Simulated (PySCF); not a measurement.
Ionisation energy of S by level of theory

S [Ne] 3s2 3p4 (3P) → S+ [Ne] 3s2 3p3 (4S), as a difference of total energies. Computed with PySCF 2.14 in cc-pV(T+d)Z (5s4p3d1f, 39 functions), with no relativity, point nucleus. Correlated levels: valence: [Ne] frozen. The calculations carry no spin-orbit coupling.

```
           method  ionisation energy (eV)
              UHF                   9.235
             MN15                  10.360
              PBE                  10.418
    MP2 (valence)                   9.960
SCS-MP2 (valence)                  10.038
   CCSD (valence)                  10.065
CCSD(T) (valence)                  10.096
```

Errors of the correlated levels include the incompleteness of this basis and the frozen core.

Question: Which method comes closest to the reference value, and which is furthest?

Answer: The reference is 10.336 eV (measured; NIST levels, between the centres of gravity of the two terms). Closest: MN15 (error 0.024 eV); furthest: UHF (error -1.101 eV).
